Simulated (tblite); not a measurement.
Start geometry of `[CH2]N[SiH3]` [radical] from a force field or distance geometry (Å):
```
atom  x, y, z in Å
C1     1.5470   -0.3018   -0.1884
N2     0.3645    0.3208    0.4374
Si3   -1.2444    0.1809   -0.0203
H4     1.5080   -0.6419   -1.2253
H5     2.4779   -0.3779    0.3585
H6     0.4464    0.3867    1.4562
H7    -1.7256   -1.1651    0.3453
H8    -1.3448    0.3986   -1.4826
H9    -2.0154    1.2056    0.7214
```

What comes out of this run: GFN2-xTB geometry optimisation, gas phase (tblite)?

```
atom  x, y, z in Å
C1     1.478   -0.387   -0.091
N2     0.400    0.240    0.469
Si3   -1.248    0.146   -0.049
H4     1.336   -0.923   -1.005
H5     2.460   -0.210    0.297
H6     0.625    0.745    1.312
H7    -1.754   -1.233    0.008
H8    -1.349    0.609   -1.438
H9    -1.934    1.020    0.898
```

The energy falls by 0.381 eV over 64 L-BFGS steps, the largest force on an atom goes from 4.20 to 0.008 eV/Å, and the atoms move by 0.267 Å rms after alignment. The bond that changes most is C1–N2 (ends: carbon bonded to N and 2 H; nitrogen bonded to C, Si and H), which shortens by 0.108 Å. Bonds longer at the end by more than 0.005 Å: 1 of 8; shorter: 7. Among the angles that change most is Si3–N2–H6, from 110.7° to 119.4°. Among the dihedrals that turn most is H6–N2–Si3–H7, from -72° to -114°. Rotational constants go from 34881, 5370, 4951 to 35436, 5533, 5059 MHz. The orientation of the end geometry is arbitrary; only internal coordinates are fixed.

The run took 0.21 s wall on one thread of an Arm Neoverse V1, on a shared host.

Its GFN2-xTB frequencies are all real (lowest 87 cm⁻¹).

One conformer stands for the species.

These are computed values.
